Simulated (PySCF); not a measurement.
**SO₂F₂: relaxation and vibrations of the singlet**

Aim: relax SO₂F₂ as a singlet from a square planar (ligand arrangement 1) start, check by its vibrations whether the end is a minimum, and collect its spectrum and constants.

Program: PySCF 2.14.0. Level of theory: PBE0, basis S def2-TZVP, O def2-TZVP, F def2-TZVP, no relativity, density fitting. These are calculated values, not measurements.

## 1. Starting geometry

5 atoms, charge 0, spin multiplicity 1.

Bond lengths: S1–O2 1.510 Å, S1–O3 1.510 Å, S1–F4 1.670 Å, S1–F5 1.670 Å. Angles: O2–S1–O3 90.0°, O2–S1–F4 180.0°, O2–S1–F5 90.0°, O3–S1–F4 90.0°, O3–S1–F5 180.0°, F4–S1–F5 90.0°.

```xyz
5
charge 0 multiplicity 1
S     0.0000    0.0000    0.0000
O    -1.5100    0.0000    0.0000
O     0.0000   -1.5100    0.0000
F     1.6700    0.0000    0.0000
F     0.0000    1.6700    0.0000
```

## 2. First SCF at the start

The steps below are one call of a driver around PySCF. For each, scf.py gives the equivalent set-up of the SCF; relaxations use the driver's own optimiser. After this first run the driver tries any further starts and a stability analysis.

The input, scf.py:

```python
from pyscf import gto, scf, dft
mol = gto.M(atom='''
S      0.000000     0.000000     0.000000
O     -1.510000     0.000000     0.000000
O     -0.000000    -1.510000     0.000000
F      1.670000     0.000000     0.000000
F      0.000000     1.670000     0.000000''',
    basis={'S': 'def2-TZVP', 'O': 'def2-TZVP', 'F': 'def2-TZVP'},
    charge=0, spin=0)
mf = dft.RKS(mol, xc='PBE0')
mf.grids.atom_grid = (50, 194)
aux = {'S': 'def2-universal-JKFIT', 'O': 'def2-universal-JKFIT', 'F': 'def2-universal-JKFIT'}
mf = mf.density_fit(auxbasis=aux)
mf.conv_tol = 1e-08
mf.diis_space = 10
mf.max_cycle = 60
mf.init_guess = 'minao'
mf.verbose = 4
mf.kernel()
```

On the command line:

```
OMP_NUM_THREADS=4 python axn.py task.json out
```

Output:

```text
init E= -748.75813619122
  HOMO = -0.363385822551808  LUMO = -0.209298972453537  gap/eV = 4.19292
cycle= 1 E= -747.397173682245  delta_E= 1.36  |g|= 1.42  |ddm|= 2.41
  HOMO = -0.247729324415507  LUMO = -0.189637774512312  gap/eV = 1.58075
cycle= 2 E= -744.55411640223  delta_E= 2.84  |g|= 3.93  |ddm|= 3.82
  HOMO = -0.319686238806078  LUMO = -0.207939766750462  gap/eV = 3.04078
cycle= 3 E= -747.650038008205  delta_E= -3.1  |g|= 0.895  |ddm|= 3.34
  HOMO = -0.276581479629009  LUMO = -0.218314436216616  gap/eV = 1.58553
cycle= 4 E= -747.781002614323  delta_E= -0.131  |g|= 0.299  |ddm|= 0.596
  HOMO = -0.305340969984254  LUMO = -0.21162122020069  gap/eV = 2.55024
cycle= 5 E= -747.794410123014  delta_E= -0.0134  |g|= 0.0475  |ddm|= 0.128
  HOMO = -0.308695087905921  LUMO = -0.205136699224513  gap/eV = 2.81797
cycle= 6 E= -747.794867975674  delta_E= -0.000458  |g|= 0.0122  |ddm|= 0.0304
  HOMO = -0.310408559693825  LUMO = -0.205274247867743  gap/eV = 2.86085
cycle= 7 E= -747.794896741157  delta_E= -2.88e-05  |g|= 0.00162  |ddm|= 0.0087
  HOMO = -0.310078505384141  LUMO = -0.205038112882906  gap/eV = 2.85829
cycle= 8 E= -747.794897315565  delta_E= -5.74e-07  |g|= 0.000397  |ddm|= 0.00167
  HOMO = -0.310153943234562  LUMO = -0.205109376903364  gap/eV = 2.85841
cycle= 9 E= -747.794897346461  delta_E= -3.09e-08  |g|= 0.000121  |ddm|= 0.000367
  HOMO = -0.310150230708627  LUMO = -0.205094962308694  gap/eV = 2.85870
cycle= 10 E= -747.79489735019  delta_E= -3.73e-09  |g|= 2.33e-05  |ddm|= 0.000148
  HOMO = -0.310156505353473  LUMO = -0.205095287733705  gap/eV = 2.85886
Extra cycle  E= -747.794897349979  delta_E= 2.11e-10  |g|= 4.36e-05  |ddm|= 3.76e-05
converged SCF energy = -747.794897349979
```

This step, with its further starts and checks, needed 8.9 s of wall time on 4 threads of Arm Neoverse V2, shared host.

No lower closed-shell solution turned up in the test of internal stability.

## 3. Relaxation: square planar (ligand arrangement 1) start, singlet

The program finds C2v symmetry in the start, which this walk keeps. Threshold on the gradient: 0.0003 Eh/bohr, with a further test on the energy change.

scf.py: that of step 2 with these lines changed.

```diff
@@ -3,5 +3,5 @@
-S      0.000000     0.000000     0.000000
-O     -1.510000     0.000000     0.000000
-O     -0.000000    -1.510000     0.000000
-F      1.670000     0.000000     0.000000
-F      0.000000     1.670000     0.000000''',
+S     -0.074295    -0.074295     0.000000
+O     -1.584295    -0.074295     0.000000
+O     -0.074295    -1.584295     0.000000
+F      1.595705    -0.074295     0.000000
+F     -0.074295     1.595705     0.000000''',
@@ -17 +16,0 @@
-mf.init_guess = 'minao'
```

Energy and gradient, step by step:

```tsv
step	energy (Eh)	change (kJ/mol)	largest symmetric gradient (Eh/bohr)
0	-747.794897	0.00	0.08585
1	-747.836533	-109.31	0.02445
2	-747.837198	-111.06	0.01540
3	-747.837638	-112.22	0.00310
4	-747.837676	-112.31	0.00115
5	-747.837683	-112.33	0.00010
6	-747.837683	-112.33	0.00001
```

The walk took 14 s.

Geometry (Å) and forces (eV/Å) at some steps:

```
step 0
S   -0.074  -0.074   0.000  -4.415  -4.415   0.000
O   -1.584  -0.074   0.000   0.933   3.259   0.000
O   -0.074  -1.584   0.000   3.259   0.933   0.000
F    1.596  -0.074   0.000  -1.715   1.937   0.000
F   -0.074   1.596   0.000   1.937  -1.715   0.000
step 1
S   -0.155  -0.155   0.000  -0.718  -0.718   0.000
O   -1.617   0.037   0.000   1.257  -0.080   0.000
O    0.037  -1.617   0.000  -0.080   1.257   0.000
F    1.489   0.033   0.000  -0.268  -0.190   0.000
F    0.033   1.489   0.000  -0.190  -0.268   0.000
step 3
S   -0.158  -0.158   0.000   0.051   0.053   0.000
O   -1.598   0.034   0.000  -0.013   0.094   0.000
O    0.034  -1.598   0.000   0.095  -0.015   0.000
F    1.478   0.032   0.000   0.026  -0.160   0.000
F    0.032   1.478   0.000  -0.159   0.027   0.000
step 6
S   -0.158  -0.158   0.000   0.000   0.001   0.000
O   -1.597   0.038   0.000   0.000   0.000   0.000
O    0.038  -1.597   0.000   0.000   0.000   0.000
F    1.479   0.026   0.000   0.000   0.000   0.000
F    0.026   1.479   0.000   0.000   0.000   0.000
```

After 6 steps and 112.3 kJ/mol it ends at C2v: S–F 1.647 Å (×2), S–O 1.453 Å (×2); F–S–F 77.2°, F–S–O 88.7° (×2), F–S–O 165.9° (×2), O–S–O 105.4°.

## 4. Is it a minimum? Harmonic modes

The point is checked on the finer grid, and tightened if its gradient asks for it. The Hessian and the dipole derivatives come from central differences of analytic gradients, with steps of 0.02 bohr.

scf.py: that of step 3 with these lines changed.

```diff
@@ -3,5 +3,5 @@
-S     -0.074295    -0.074295     0.000000
-O     -1.584295    -0.074295     0.000000
-O     -0.074295    -1.584295     0.000000
-F      1.595705    -0.074295     0.000000
-F     -0.074295     1.595705     0.000000''',
+S     -0.144091    -0.144091     0.000000
+O     -1.583710     0.051349     0.000000
+O      0.051349    -1.583710     0.000000
+F      1.492674     0.039865     0.000000
+F      0.039865     1.492674     0.000000''',
@@ -11 +11 @@
-mf.grids.atom_grid = (50, 194)
+mf.grids.atom_grid = (75, 302)
@@ -14 +14 @@
-mf.conv_tol = 1e-08
+mf.conv_tol = 1e-10
```

The driver hands on the density of the step before, so the log starts near convergence.

SCF at the final geometry:

```text
init E= -747.837703479374
  HOMO = -0.347199430214443  LUMO = -0.173757236552872  gap/eV = 4.71960
cycle= 1 E= -747.837703478926  delta_E= 4.48e-10  |g|= 5.23e-05  |ddm|= 3.73e-05
  HOMO = -0.347198810599765  LUMO = -0.173757702603787  gap/eV = 4.71957
cycle= 2 E= -747.837703475179  delta_E= 3.75e-09  |g|= 0.000151  |ddm|= 0.000108
  HOMO = -0.347199129511453  LUMO = -0.173757485732312  gap/eV = 4.71959
cycle= 3 E= -747.837703479439  delta_E= -4.26e-09  |g|= 4.03e-06  |ddm|= 8.02e-05
  HOMO = -0.347199234605813  LUMO = -0.173757399630154  gap/eV = 4.71959
cycle= 4 E= -747.837703479435  delta_E= 4.32e-12  |g|= 1.54e-07  |ddm|= 2.03e-06
  HOMO = -0.34719920332804  LUMO = -0.173757408482078  gap/eV = 4.71959
Extra cycle  E= -747.837703479437  delta_E= -2.5e-12  |g|= 3.21e-07  |ddm|= 2.46e-07
converged SCF energy = -747.837703479437
```

The whole step took 46 s.

Geometry: C2v; S–F 1.647 Å (×2), S–O 1.453 Å (×2); F–S–F 77.2°, F–S–O 88.7° (×2), F–S–O 165.9° (×2), O–S–O 105.5°.

Modes, for the most abundant isotopes:

| symmetry | ω (cm⁻¹) | IR (km/mol) | μ (u) |
| --- | --- | --- | --- |
| a2 | 324i | 0.0 | 17.42 |
| b2 | 502 | 68.6 | 19.55 |
| b1 | 527 | 31.2 | 24.60 |
| b2 | 626 | 13.4 | 18.20 |
| a1 | 627 | 27.5 | 19.13 |
| a1 | 670 | 0.3 | 17.17 |
| a1 | 707 | 173 | 20.70 |
| a1 | 1159 | 115 | 18.61 |
| b2 | 1247 | 188 | 20.31 |

With 1 mode imaginary (up to 324i cm⁻¹) this point is a saddle.

Properties at this point:

```
Dipole moment                                                   : 0.65 D
Highest occupied level                                          : -9.45 eV
Lowest empty level                                              : -4.73 eV
Rotational constants                                            : 0.2034, 0.2019, 0.1013 cm⁻¹
Zero-point energy (real modes)                                  : 36.3 kJ/mol
Principal polarisabilities                                      : 17.5, 33.2, 35.2 bohr³
Atomisation energy without zero-point energy                    : 1245 kJ/mol
Principal traceless quadrupole moments about the centre of mass : -4.06, -3.17, 7.23 D Å
```

Populations by atom (charges in e):

```
atom  Mulliken  Löwdin  polar tensor  Mayer order to S1
  S1      1.00    0.63          1.95                  –
O2,3     -0.32   -0.20         -0.48               1.88
F4,5     -0.18   -0.11         -0.50               0.97
```

Mulliken populations on S1: s 5.28, p 8.65, d 0.92, f 0.15.

## 5. Downhill along the imaginary mode

The atoms are moved a little along the softest imaginary mode and relaxed again.

The program finds C2 symmetry in the start, which this walk keeps. The walk stops when the largest gradient is under 0.0003 Eh/bohr and the energy has settled too.

scf.py: that of step 4 with these lines changed.

```diff
@@ -3,5 +3,5 @@
-S     -0.144091    -0.144091     0.000000
-O     -1.583710     0.051349     0.000000
-O      0.051349    -1.583710     0.000000
-F      1.492674     0.039865     0.000000
-F      0.039865     1.492674     0.000000''',
+S     -0.144081    -0.144081     0.000000
+O     -1.583699     0.051360    -0.120000
+O      0.051360    -1.583699     0.120000
+F      1.492684     0.039875    -0.113703
+F      0.039875     1.492684     0.113703''',
@@ -11 +11 @@
-mf.grids.atom_grid = (75, 302)
+mf.grids.atom_grid = (50, 194)
@@ -14 +14 @@
-mf.conv_tol = 1e-10
+mf.conv_tol = 1e-08
```

The optimiser's trace:

```tsv
step	energy (Eh)	change (kJ/mol)	largest symmetric gradient (Eh/bohr)
0	-747.844081	0.00	0.01471
1	-747.876342	-84.70	0.02891
2	-747.923858	-209.46	0.06390
3	-747.978130	-351.94	0.06357
4	-748.004380	-420.87	0.04682
5	-748.008377	-431.36	0.02186
6	-748.009151	-433.39	0.00634
7	-748.009337	-433.88	0.00110
8	-748.009343	-433.89	0.00027
9	-748.009343	-433.90	0.00005
```

The walk took 22 s.

Positions (Å) and forces (eV/Å) along the way:

```
step 0
S   -0.144  -0.144   0.000  -0.148  -0.148   0.000
O   -1.584   0.051  -0.120   0.506  -0.049  -0.655
O    0.051  -1.584   0.120  -0.049   0.506   0.655
F    1.493   0.040  -0.114  -0.306  -0.003  -0.753
F    0.040   1.493   0.114  -0.003  -0.306   0.753
step 1
S   -0.130  -0.130   0.000  -0.869  -0.869   0.000
O   -1.550   0.036  -0.303   1.486   0.334  -1.241
O    0.036  -1.550   0.303   0.334   1.486   1.241
F    1.481   0.019  -0.324  -1.472   0.521  -1.146
F    0.019   1.481   0.324   0.521  -1.472   1.146
step 5
S   -0.148  -0.148   0.000   1.124   1.124   0.000
O   -1.263   0.067  -0.818  -0.281  -0.013  -0.122
O    0.067  -1.263   0.818  -0.013  -0.281   0.122
F    1.133   0.066  -0.875  -0.693  -0.137   0.499
F    0.066   1.133   0.875  -0.137  -0.693  -0.499
step 9
S   -0.138  -0.138   0.000   0.002   0.002   0.000
O   -1.263   0.068  -0.815   0.001   0.000   0.004
O    0.068  -1.263   0.815   0.000   0.001  -0.004
F    1.122   0.066  -0.861  -0.004   0.002  -0.001
F    0.066   1.122   0.861   0.002  -0.004   0.001
```

It settles in C2v symmetry, 433.9 kJ/mol below the start, after 9 steps: S–F 1.539 Å (×2), S–O 1.404 Å (×2); F–S–F 95.5°, F–S–O 108.1° (×4), O–S–O 124.8°.

## 6. Vibrations and properties at this point

The same treatment as at the point before.

scf.py: that of step 5 with these lines changed.

```diff
@@ -3,5 +3,5 @@
-S     -0.144081    -0.144081     0.000000
-O     -1.583699     0.051360    -0.120000
-O      0.051360    -1.583699     0.120000
-F      1.492684     0.039875    -0.113703
-F      0.039875     1.492684     0.113703''',
+S     -0.128392    -0.128392     0.000000
+O     -1.253021     0.077447    -0.815194
+O      0.077447    -1.253021     0.815194
+F      1.130759     0.074942    -0.861592
+F      0.074942     1.130759     0.861592''',
@@ -11 +11 @@
-mf.grids.atom_grid = (50, 194)
+mf.grids.atom_grid = (75, 302)
@@ -14 +14 @@
-mf.conv_tol = 1e-08
+mf.conv_tol = 1e-10
```

Log of the central SCF (cycles and frontier levels):

```text
init E= -748.009273351479
  HOMO = -0.389777616416714  LUMO = 0.0152557018504917  gap/eV = 11.02152
cycle= 1 E= -748.00927335148  delta_E= -2.27e-13  |g|= 2.95e-06  |ddm|= 2.06e-06
  HOMO = -0.389777453091769  LUMO = 0.0152558334427304  gap/eV = 11.02152
Extra cycle  E= -748.009273351475  delta_E= 4.09e-12  |g|= 4.3e-06  |ddm|= 3.05e-06
converged SCF energy = -748.009273351475
```

The whole step needed 45 s of wall time on 4 threads of Arm Neoverse V2, shared host.

Geometry: C2v; S–F 1.539 Å (×2), S–O 1.404 Å (×2); F–S–F 95.6°, F–S–O 108.1° (×4), O–S–O 124.9°.

Modes, for the most abundant isotopes:

```json
{"symmetry": "a2", "ω (cm⁻¹)": "380", "IR (km/mol)": "0.0"}
{"symmetry": "a1", "ω (cm⁻¹)": "381", "IR (km/mol)": "0.0"}
{"symmetry": "b1", "ω (cm⁻¹)": "538", "IR (km/mol)": "22.8"}
{"symmetry": "b2", "ω (cm⁻¹)": "541", "IR (km/mol)": "32.3"}
{"symmetry": "a1", "ω (cm⁻¹)": "550", "IR (km/mol)": "28.1"}
{"symmetry": "a1", "ω (cm⁻¹)": "863", "IR (km/mol)": "125"}
{"symmetry": "b1", "ω (cm⁻¹)": "900", "IR (km/mol)": "253"}
{"symmetry": "a1", "ω (cm⁻¹)": "1300", "IR (km/mol)": "173"}
{"symmetry": "b2", "ω (cm⁻¹)": "1539", "IR (km/mol)": "289"}
```

Every mode is real; the point is a minimum.

Constants and moments:

- Dipole moment: 1.14 D
- Highest occupied level: -10.61 eV
- Lowest empty level: 0.42 eV
- Rotational constants: 0.1704, 0.1683, 0.168 cm⁻¹
- Zero-point energy: 41.8 kJ/mol
- Principal polarisabilities: 21.7, 23.6, 27.3 bohr³
- Atomisation energy without zero-point energy: 1696 kJ/mol
- Principal traceless quadrupole moments about the centre of mass: -3.40, 0.29, 3.11 D Å
- Entropy at 298.15 K and 1 bar: 283.8 J/(mol K)
- Heat capacity Cp at 298.15 K: 65.7 J/(mol K)
- Enthalpy at 298.15 K above 0 K: 13.52 kJ/mol
- Rotational symmetry number: 2

Charges (e) and bond orders:

```json
{"atom": "S1", "Mulliken": "0.99", "Löwdin": "0.41", "polar tensor": "2.52", "Mayer order to S1": "–"}
{"atom": "O2,3", "Mulliken": "-0.34", "Löwdin": "-0.20", "polar tensor": "-0.68", "Mayer order to S1": "2.07"}
{"atom": "F4,5", "Mulliken": "-0.15", "Löwdin": "-0.01", "polar tensor": "-0.58", "Mayer order to S1": "1.11"}
```

Mulliken populations on S1: s 5.20, p 8.43, d 1.23, f 0.16.

## 7. All stationary points

| spin | group | bonds | imaginary modes (cm⁻¹) | ΔE (kJ/mol) | with zero-point energy |
| --- | --- | --- | --- | --- | --- |
| singlet | C2v | S–F 1.539 Å (×2), S–O 1.404 Å (×2) | none | 0.0 | 0.0 |
| singlet | C2v | S–F 1.647 Å (×2), S–O 1.453 Å (×2) | 324i | 450.5 | – |

## 8. Summary of results

| quantity | value |
| --- | --- |
| minimum | singlet, C2v |
| geometry | S–F 1.539 Å (×2), S–O 1.404 Å (×2); F–S–F 95.6°, F–S–O 108.1° (×4), O–S–O 124.9° |
| wavenumbers (cm⁻¹) | 380 (a2), 381 (a1), 538 (b1), 541 (b2), 550 (a1), 863 (a1), 900 (b1), 1300 (a1), 1539 (b2) |
| dipole moment | 1.14 D |
| highest occupied, lowest empty level | -10.61, 0.42 eV |
| polar-tensor charge of S1 | +2.52 e |
| zero-point energy | 41.8 kJ/mol |
| entropy at 298.15 K | 283.8 J/(mol K) |
| atomisation energy (no zero-point energy) | 1696 kJ/mol |

The square planar (ligand arrangement 1) start (C2v) ends in a minimum of C2v symmetry, after a stop at a saddle point 450.5 kJ/mol higher, from which it was pushed off along an imaginary mode. In the infrared the band at 1539 cm⁻¹ (b2, stretch) leads. Only this shape and spin were tried, so other structures or states may lie lower.

The search up to here took 2.3 min.
